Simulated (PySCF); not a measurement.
Compound: HCF (singlet state).
SMILES: `[CH]F`

The calculation used PBE0/pcSseg-1 in PySCF (dipole) on a GFN2-xTB geometry, gas phase.

Take the most abundant isotopes and a rigid rotor. 

What are A, B and C (MHz)?

Ia = 1.02, Ib = 13.70, Ic = 14.72 u·Å²; 505379 MHz·u·Å²/I gives A = 497726, B = 36880, C = 34336 MHz.

Classify the top.

A near-prolate asymmetric top; Ray's κ = -0.989.

Where do the levels up to J = 4 lie, in MHz?

Above 0(0,0):
J = 1: 1(0,1) 71216, 1(1,1) 532062, 1(1,0) 534606
J = 2: 2(0,2) 213636, 2(1,2) 671949, 2(1,1) 679581, 2(2,1) 2062119, 2(2,0) 2062130
J = 3: 3(0,3) 427241, 3(1,3) 881772, 3(1,2) 897037, 3(2,2) 2275766, 3(2,1) 2275818, 3(3,1) 4586363, 3(3,0) 4586363
J = 4: 4(0,4) 711998, 4(1,4) 1161526, 4(1,3) 1186967, 4(2,3) 2560620, 4(2,2) 2560778, 4(3,2) 4871246, 4(3,1) 4871246, 4(4,1) 8106054, 4(4,0) 8106054
The levels of one J sum to (2J + 1)J(J + 1)(A + B + C)/3.

Predict some low-J microwave lines.

The dipole components are |μa| = 0.02 D, |μb| = 1.64 D, |μc| = 0.00 D; the mirror of this Cs structure is the ab plane, so μc vanishes by symmetry and there are no c-type lines. The squared components, which scale the intensities, stand as 0.00 : 1.00 (a : b). Some lines, for components of 0.1 D or more:

```json
{"type": "b", "branch": "Q", "J(Ka,Kc)": "4(1,3) ← 4(0,4)", "MHz": "474969", "lower level (cm⁻¹)": "23.750"}
{"type": "b", "branch": "R", "J(Ka,Kc)": "2(1,2) ← 1(0,1)", "MHz": "600733", "lower level (cm⁻¹)": "2.375"}
{"type": "b", "branch": "Q", "J(Ka,Kc)": "4(2,2) ← 4(1,3)", "MHz": "1373811", "lower level (cm⁻¹)": "39.593"}
{"type": "b", "branch": "Q", "J(Ka,Kc)": "5(2,4) ← 5(1,5)", "MHz": "1405477", "lower level (cm⁻¹)": "50.408"}
{"type": "b", "branch": "R", "J(Ka,Kc)": "2(2,1) ← 1(1,0)", "MHz": "1527513", "lower level (cm⁻¹)": "17.833"}
{"type": "b", "branch": "R", "J(Ka,Kc)": "3(2,2) ← 2(1,1)", "MHz": "1596185", "lower level (cm⁻¹)": "22.668"}
{"type": "b", "branch": "R", "J(Ka,Kc)": "3(2,1) ← 2(1,2)", "MHz": "1603870", "lower level (cm⁻¹)": "22.414"}
{"type": "b", "branch": "R", "J(Ka,Kc)": "5(2,4) ← 4(1,3)", "MHz": "1729708", "lower level (cm⁻¹)": "39.593"}
{"type": "b", "branch": "R", "J(Ka,Kc)": "5(2,3) ← 4(1,4)", "MHz": "1755517", "lower level (cm⁻¹)": "38.744"}
{"type": "b", "branch": "Q", "J(Ka,Kc)": "5(3,2) ← 5(2,3)", "MHz": "2310319", "lower level (cm⁻¹)": "97.302"}
{"type": "b", "branch": "Q", "J(Ka,Kc)": "3(3,0) ← 3(2,1)", "MHz": "2310545", "lower level (cm⁻¹)": "75.913"}
{"type": "b", "branch": "R", "J(Ka,Kc)": "3(3,0) ← 2(2,1)", "MHz": "2524244", "lower level (cm⁻¹)": "68.785"}
{"type": "b", "branch": "R", "J(Ka,Kc)": "4(3,2) ← 3(2,1)", "MHz": "2595428", "lower level (cm⁻¹)": "75.913"}
{"type": "b", "branch": "R", "J(Ka,Kc)": "4(3,1) ← 3(2,2)", "MHz": "2595481", "lower level (cm⁻¹)": "75.911"}
{"type": "b", "branch": "R", "J(Ka,Kc)": "5(3,2) ← 4(2,3)", "MHz": "2666741", "lower level (cm⁻¹)": "85.413"}
{"type": "b", "branch": "R", "J(Ka,Kc)": "4(4,1) ← 3(3,0)", "MHz": "3519691", "lower level (cm⁻¹)": "152.985"}
{"type": "b", "branch": "R", "J(Ka,Kc)": "5(5,0) ← 4(4,1)", "MHz": "4515143", "lower level (cm⁻¹)": "270.389"}
```

Estimate the classical rotational partition function at 298.15 K.

Point group Cs, symmetry number σ = 1; q = (√π/σ)·√((kT/h)³/(ABC)), k/h = 20836.6 MHz/K: 1090 at 298.15 K.

No frequency check. No vibrational averaging or centrifugal distortion is included, and the geometry carries the error of its method.

Time: 1.2 s. Hardware: one thread, Arm Neoverse V2 (shared host). This is the PBE0/pcSseg-1 job that gave the dipole, with the shieldings it also computed.
